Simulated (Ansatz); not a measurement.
One change: `C=C=CF` becomes `C=C=C`.

Ansatz, PBE0-D4/def2-TZVP geometries, multiplicity 1. 

```json
{"property": "HOMO–LUMO gap (ωB97M-V/def2-TZVPP) / eV", "`C=C=CF`": "11.24"}
{"property": "LUMO energy (ωB97M-V/def2-TZVPP) / eV", "`C=C=CF`": "1.51"}
{"property": "HOMO energy (PBE0/def2-TZVPP) / eV", "`C=C=CF`": "-7.49"}
{"property": "size of the dipole moment (ωB97M-V/def2-TZVPP) / D", "`C=C=CF`": "1.71"}
{"property": "HOMO energy (B3LYP/def2-TZVPP) / eV", "`C=C=CF`": "-7.28"}
{"property": "HOMO–LUMO gap (PBE/def2-TZVPP) / eV", "`C=C=CF`": "4.53"}
```

What does the change do to each property? (Estimate.)

The calculation gave: 
| property | `C=C=C` | shift |
| --- | --- | --- |
| HOMO–LUMO gap (ωB97M-V/def2-TZVPP) / eV | 12.41 | 1.17 |
| LUMO energy (ωB97M-V/def2-TZVPP) / eV | 2.43 | 0.92 |
| HOMO energy (PBE0/def2-TZVPP) / eV | -7.73 | -0.24 |
| size of the dipole moment (ωB97M-V/def2-TZVPP) / D | 0.00 | -1.71 |
| HOMO energy (B3LYP/def2-TZVPP) / eV | -7.50 | -0.22 |
| HOMO–LUMO gap (PBE/def2-TZVPP) / eV | 5.85 | 1.32 |

With PBE0 the HOMO falls by 0.24 eV and the LUMO rises by 0.97 eV, so the gap widens by about 1.21 eV. PBE moves the HOMO by -0.34 eV and ωB97M-V by -0.25 eV.

B3LYP here is the variant with VWN-RPA as its local correlation; programs differ in this.
